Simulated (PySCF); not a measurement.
# [NO2]+ (SMILES O=[N+]=O) at 6 levels

Wanted: a comparison of 6 runs (PBE/STO-6G, SVWN5/STO-6G, BCCD(T)/STO-6G, CCSDT/STO-6G, CCSDTQ/STO-6G, CCSD(T)/STO-6G) of [NO2]+. Input form: a Python script.

The calculation is run with PySCF 2.14.0.

5 further runs of the same task are left out: 1 that didn't finish, 4 set aside as unsound or not needed.

### 1 Starting point

[NO2]+ has 3 atoms, charge +1, and is taken as a singlet. SMILES: `O=[N+]=O`. One bond was lengthened or shortened from a relaxed shape.

Bond lengths: O1–N2 1.091 Å, N2–O3 1.636 Å. Angles: O1–N2–O3 180.0°.

### 2 A single-point energy at PBE/STO-6G (run 1)

The input, start.xyz:

```xyz
3

O     -0.844796     1.366753    -0.308995
N     -0.281606     0.455553    -0.102995
O      0.563210    -0.911180     0.206000
```

The input, calc.py:

```python
from pyscf import gto, dft

mol = gto.Mole()
mol.atom = 'start.xyz'
mol.spin = 0
mol.max_memory = 1860
mol.charge = 1
mol.verbose = 3
mol.basis = 'sto-6g'
mol.build()

myscf = dft.RKS(mol, xc='pbe')
myscf.conv_tol = 1e-10
myscf.grids.level = 5
myscf.kernel()
if not myscf.converged:
    myscf = myscf.newton().run(myscf.mo_coeff, myscf.mo_occ)

e_tot = myscf.e_tot
print('E(%s) = %.9f' % ('PBE', e_tot))
```

Started as:

```console
$ OMP_NUM_THREADS=1 python calc.py
```

Standard output:

```text
converged SCF energy = -203.614196642802
E(PBE) = -203.614196643
```

Wall time 7.5 s (1 thread of Intel Xeon Platinum 8259CL at 2.50GHz (Skylake/Cascade Lake), shared host); peak memory 0.18 GiB.

### 3 The energy at SVWN5/STO-6G (run 2)

The input, calc.py:

```python
from pyscf import gto, dft

molecule = gto.M(
    atom='''
O     -0.844796     1.366753    -0.308995
N     -0.281606     0.455553    -0.102995
O      0.563210    -0.911180     0.206000
''',
    spin=0,
    basis='sto-6g',
    max_memory=1860,
    verbose=3,
    charge=1,
)

calc0 = dft.RKS(molecule, xc='svwn')
calc0.conv_tol = 1e-10
calc0.grids.level = 5
calc0.kernel()
if not calc0.converged:
    calc0 = calc0.newton().run(calc0.mo_coeff, calc0.mo_occ)

energy = calc0.e_tot
print('Final energy', energy)
```

Started as:

```console
$ OMP_NUM_THREADS=1 python calc.py
```

Standard output:

```text
converged SCF energy = -202.277344698162
Final energy -202.27734469816187
```

Run time: 4.2 s. Hardware: 1 thread of Intel Xeon Platinum 8259CL at 2.50GHz (Skylake/Cascade Lake), shared host; peak memory 0.13 GiB.

Runs 3 to 4 aren't shown in full; the table further down has their settings and results.

### 4 The energy at CCSDTQ/STO-6G (run 5)

The input, run.py:

```python
from pyscf import gto, scf, cc

system = gto.M(
    atom='O -0.844796 1.366753 -0.308995; N -0.281606 0.455553 -0.102995; O 0.563210 -0.911180 0.206000',
    verbose=3,
    basis='sto-6g',
    charge=1,
    max_memory=1860,
    spin=0,
)

hf = scf.RHF(system)
hf.conv_tol = 1e-10
hf.kernel()
if not hf.converged:
    hf = hf.newton().run(hf.mo_coeff, hf.mo_occ)

mycc = cc.CCSDTQ(hf, frozen=3)
mycc.kernel()
energy = mycc.e_tot
print('E = %.10f Eh' % energy)
```

Started as:

```console
$ OMP_NUM_THREADS=1 python run.py
```

Standard output:

```text
converged SCF energy = -202.804175517617
_make_eris_incore_RCCSDTQ
RCCSDTQ converged
E(RCCSDTQ) = -203.08381943685   E_corr = -0.2796439192326637
E_corr(same-spin) = -0.0668428748656259
E_corr(oppo-spin) = -0.212801044367038
E = -203.0838194369 Eh
```

Wall time 28 s (1 thread of Intel Xeon Platinum 8259CL at 2.50GHz (Skylake/Cascade Lake), shared host); peak memory 0.12 GiB.

### 5 A single-point energy at CCSD(T)/STO-6G (run 6)

The input, calc.py:

```python
from pyscf import gto, cc

system = gto.M(
    atom='''
O     -1.596433     2.582789    -0.583916
N     -0.532158     0.860870    -0.194632
O      1.064313    -1.721881     0.389284
''',
    unit='bohr',
    charge=1,
    max_memory=1860,
    verbose=4,
    basis='sto-6g',
)

mf = system.RHF()
mf.conv_tol = 1e-10
mf.kernel()
if not mf.converged:
    mf = mf.newton().run(mf.mo_coeff, mf.mo_occ)

mycc = cc.CCSD(mf, frozen=3)
mycc.kernel()
e_t = mycc.ccsd_t()
energy = mycc.e_tot + e_t
print('Final energy', energy)
```

Started as:

```console
$ OMP_NUM_THREADS=1 python calc.py
```

Standard output:

```text
PySCF version 2.14.0

[INPUT] num. atoms = 3
[INPUT] num. electrons = 22
[INPUT] charge = 1
[INPUT] spin (= nelec alpha-beta = 2S) = 0
[INPUT] symmetry False subgroup None
[INPUT] Mole.unit = bohr
[INPUT] Symbol           X                Y                Z      unit          X                Y                Z       unit  Magmom
[INPUT]  1 O     -0.844795962361   1.366753079415  -0.308995040292 AA   -1.596433000000   2.582789000000  -0.583916000000 Bohr   0.0
[INPUT]  2 N     -0.281605886209   0.455552785565  -0.102994818916 AA   -0.532158000000   0.860870000000  -0.194632000000 Bohr   0.0
[INPUT]  3 O      0.563210184886  -0.911180185116   0.206000221376 AA    1.064313000000  -1.721881000000   0.389284000000 Bohr   0.0

nuclear repulsion = 57.6970251219177
number of shells = 9
number of NR pGTOs = 90
number of NR cGTOs = 15
basis = sto-6g
ecp = {}

[... 41 lines left out ...]
converged SCF energy = -202.804175645925
[... 12 lines left out ...]
Init t2, MP2 energy = -203.028441885623  E_corr(MP2) -0.224266239697351
[... 17 lines left out ...]
CCSD converged
[... 2 lines left out ...]
Final energy -203.0777583702765
```

It took 1.2 s on 1 thread of Intel Xeon Platinum 8259CL at 2.50GHz (Skylake/Cascade Lake), shared host; peak memory 0.12 GiB.

### 6 All runs side by side

| run | level | integration grid | frozen core orbitals | energy (Eh) | HOMO energy (eV) | LUMO energy (eV) | HOMO–LUMO gap (eV) | wall time |
| --- | --- | --- | --- | --- | --- | --- | --- | --- |
| 1 | PBE/STO-6G | 5 | – | -203.614197 | -15.60 | -13.58 | 2.02 | 7.5 s |
| 2 | SVWN5/STO-6G | 5 | – | -202.277345 | -15.60 | -13.72 | 1.88 | 4.2 s |
| 3 | BCCD(T)/STO-6G | – | 3 | -203.076042 | – | – | – | 1.7 s |
| 4 | CCSDT/STO-6G | – | 3 | -203.077829 | -20.01 | -7.72 | 12.29 | 2.1 s |
| 5 | CCSDTQ/STO-6G | – | 3 | -203.083819 | -20.01 | -7.72 | 12.29 | 28 s |
| 6 | CCSD(T)/STO-6G | – | 3 | -203.077758 | -20.01 | -7.72 | 12.29 | 1.2 s |

### 7 Results

| quantity | value |
| --- | --- |
| run 6: total energy | -203.07776 Eh |
| run 6: HOMO energy (Hartree–Fock orbitals) | -20.01 eV |
| run 6: LUMO energy (Hartree–Fock orbitals) | -7.72 eV |
| run 6: HOMO–LUMO gap (Hartree–Fock orbitals) | 12.29 eV |
| run 6: correlation energy (3 core orbitals frozen) | -273.6 mEh |
| run 6: (T) correction | -32.93 mEh |
| run 6: T1 diagnostic | 0.061 |

In words: Totals of different functionals can't be ranked against each other. In run 6 the T1 diagnostic is large, so a single reference may not serve. In runs 1, 2, 3, 4, 5, 6 the basis is minimal, so the values are rough. All runs together took 45 s, the longest 28 s.
